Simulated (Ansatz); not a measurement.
A calculation with Ansatz (development build ahead of 0.2.0).

```yaml
crystal:
  periodic: [false, false, false]
  atoms:
    - { symbol: O, position_ang: [-1.49728, -0.13189, 0.01309] }
    - { symbol: H, position_ang: [-1.87916, 0.65553, -0.01945] }
    - { symbol: H, position_ang: [-0.53145, 0.04181, 0.01202] }
    - { symbol: O, position_ang: [1.39508, 0.20526, -0.01223] }
    - { symbol: H, position_ang: [1.56833, -0.36976, -0.74699] }
    - { symbol: H, position_ang: [1.51853, -0.36597, 0.75014] }
basis:
  gaussian: { orbitals: cc-pVDZ }
hamiltonian:
  xc: hf
correlation:
  method: mp2
  frozen_orbitals: { H: 0, O: 1 }
```

The input is written out in the form of the current development build from the run's settings.

Results

| Quantity | Value |
| --- | --- |
| Converged | yes |
| Reference energy | -152.05476 hartree |
| Correlation energy | -0.40424 hartree |
| Total energy | -152.45900 hartree |
| Spin squared of the determinant | 0.000 |
